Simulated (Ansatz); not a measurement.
System: bcc Fe. Method: PBE-D3(BJ) (Ansatz, a program for electronic structure, plane waves, PAW).

Numerical settings: plane-wave cutoff 520 eV, 26×26×26 k mesh, Fermi–Dirac smearing 0.05 eV, spin-polarised with parallel moments, scalar-relativistic PAW data made under PBE.

Properties against volume:

```tsv
V (Å³/atom)	P (GPa)	moment (μB per cell of 1 atoms)
10.376	15.24	2.02
10.597	9.80	2.06
10.817	4.86	2.10
11.038	0.29	2.13
11.259	-3.82	2.15
11.480	-7.44	2.18
11.700	-10.58	2.21
```
